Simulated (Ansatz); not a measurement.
# Antiferromagnetic bcc Cr

All values below come from PBEsol in Ansatz (PAW).

Run with plane-wave cutoff 520 eV, 20×20×20 k mesh, Fermi–Dirac smearing 0.05 eV, spin-polarised with opposed moments, scalar-relativistic PAW data made under PBE.

Cell: measured lattice: a = 2.8849 Å, b = 2.8849 Å, c = 2.8849 Å, α = 90.00°, β = 90.00°, γ = 90.00°.

| Property | Result |
|---|---|
| band gap | zero (no gap) |
| magnetic moment (largest site, within a sphere) | 1.00 μB |

Note: the commensurate order stands in for chromium's spin-density wave, and the size of the moments varies much between levels; the collinear magnetic order is the start's and need not be the measured one; cell and atoms aren't relaxed at this level (pressure -13.4 GPa).

Moments are spin moments.

The computed numbers hold no vibrational or temperature effects.

Ansatz is a first-principles code.
